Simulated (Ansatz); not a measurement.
**A barrier at the coupled-cluster level**

Start structure (CH₈BN, singlet), relaxed at PBE0-D4/def2-TZVP:

```xyz
11
angstrom
B -0.5567 -0.1475 -0.4039
C 0.7329 0.6779 -0.8879
H -0.7085 -1.2195 -0.9611
H -1.5884 0.4988 -0.3755
H -0.1870 0.2732 1.7463
N -0.3067 -0.5570 1.1734
H 0.6161 0.9746 -1.9346
H 0.8955 1.6076 -0.3258
H 1.6668 0.1016 -0.8388
H -1.0932 -1.0838 1.5381
H 0.5292 -1.1260 1.2696
```

The step: CH₅B ([BH2][CH3]) + NH₃ → BNH₄ ([BH2][NH2]) + CH₄; bonds formed: C2–H5; dative contacts that become bonds: B1–N6; bonds broken: B1–C2, H5–N6. Computed with Ansatz 0.2.0 (basis: def2-TZVPP and def2-QZVPP); correlated methods freeze the cores. Extrapolation: Hartree–Fock as exp(−7.88 √X), correlation as X^−2.97. Energies below are by CCSD(T) at an estimated basis limit (MP2 extrapolated from triple and quadruple zeta, plus CCSD(T) − MP2 in triple zeta).

What are the electronic barrier and the energy of the step, from the start structure to the end structure? (Judge from chemistry; the value comes from the calculation.)

By the calculation: Barrier 184.1 kJ/mol; step energy -41.4 kJ/mol (downhill); reverse barrier, their difference, 225.6 kJ/mol. Barrier and step energy count from the start structure, the reverse barrier from the end structure.

The saddle point: One imaginary mode of 1412i cm⁻¹.
```csv
pair,start (Å),saddle (Å),end (Å)
B1–N6,1.65,1.57,1.39
C2–H5,2.82,1.36,1.09
B1–C2,1.61,1.83,3.63
H5–N6,1.02,1.35,3.30
```

Zero-point energy (harmonic, PBE0-D4): ZPE is 259.2 kJ/mol at the start and 242.4 kJ/mol at the saddle, so the barrier goes from 184.1 to 167.3 kJ/mol.

First-order rate constant out of the start structure at 898 K by transition-state theory, with harmonic vibrational free energies alone and no tunnelling: ΔA‡ = 169.0 kJ/mol, so k = (kB T/h) exp(−ΔA‡/kB T) ≈ 10^3 s⁻¹ (an order of magnitude at best: rotation, the number of equivalent paths and anharmonicity are left out).

The T1 diagnostic stays at or below 0.012.

The step is the kind of exchange with an N–H group that builds nitride films in atomic layer and chemical vapour deposition.

Labels in which every atom is bracketed show which atoms are joined, not bond orders.

For scale, one of the runs: CCSD(T)/def2-TZVPP, 205 basis functions, launched by `ansatz run in.yaml --threads 2 --pin off --events-out ev --progress --plain --max-ram 4352MiB`. Time: 53 s of wall clock on 2 CPU threads of an Arm Neoverse V1; the host was shared. Peak host memory: 2.8 GiB.
